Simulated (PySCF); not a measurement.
Species: C3H3NS.
SMILES: `N#C[C@@H]1CS1`

Vertical excitations from PySCF (density fitting, frozen core in the response, grid level 2 and gas phase unless stated; continuum runs use non-equilibrium linear response for the excitations) on a GFN2-xTB geometry. Reference run:

```tsv
settings	S1, eV (f)	S2, eV (f)	S3, eV (f)	S4, eV (f)	S5, eV (f)	S6, eV (f)	T1, eV (Tamm–Dancoff)	mean α (au)
CAM-B3LYP/def2-SVPD, full TDDFT, 8 singlets	4.54 (0.001)	6.25 (0.015)	6.61 (0.027)	6.99 (0.040)	7.27 (0.007)	7.28 (0.106)	4.04	56.7
```

Question: What do these settings give: (1) PBE0/6-311+G(2d,p), grid level 4, start guess atom, TDA, 12 singlets; (2) PBE0/pcSseg-1, start guess atom, fitting basis def2-qzvpp-jkfit, full TDDFT, 3 singlets?

Answer: 
| settings | S1, eV (f) | S2, eV (f) | S3, eV (f) | S4, eV (f) | S5, eV (f) | S6, eV (f) | T1, eV (Tamm–Dancoff) | mean α (au) |
| --- | --- | --- | --- | --- | --- | --- | --- | --- |
| PBE0/6-311+G(2d,p), grid level 4, start guess atom, TDA, 12 singlets | 4.48 (0.002) | 6.02 (0.002) | 6.16 (0.029) | 6.75 (0.009) | 6.80 (0.029) | 6.96 (0.016) | 3.93 | 55.5 |
| PBE0/pcSseg-1, start guess atom, fitting basis def2-qzvpp-jkfit, full TDDFT, 3 singlets | 4.58 (0.001) | 6.36 (0.002) | 6.64 (0.002) | – | – | – | 4.01 | 48.1 |

(1) S1 moves by -0.06 eV; functional, basis and response scheme change together, so the shift can't be laid on one. (2) S1 moves by +0.04 eV; functional and basis change together, so the shift can't be laid on one. States are counted by energy in each run and needn't keep their character from row to row.

All basis functions are spherical, in the Pople sets too.

Question: Give the leading configurations of S1 (H = HOMO, L = LUMO) and the HOMO–LUMO gap of each run.

Answer: 
```tsv
settings	S1 configurations (weight)	S1 (eV)	orbital gap (eV)	S1 − gap (eV)
CAM-B3LYP/def2-SVPD, full TDDFT, 8 singlets	H→L 0.95	4.54	8.68	-4.14
PBE0/6-311+G(2d,p), grid level 4, start guess atom, TDA, 12 singlets	H→L 0.98	4.48	6.20	-1.72
PBE0/pcSseg-1, start guess atom, fitting basis def2-qzvpp-jkfit, full TDDFT, 3 singlets	H→L 0.98	4.58	6.32	-1.74
```

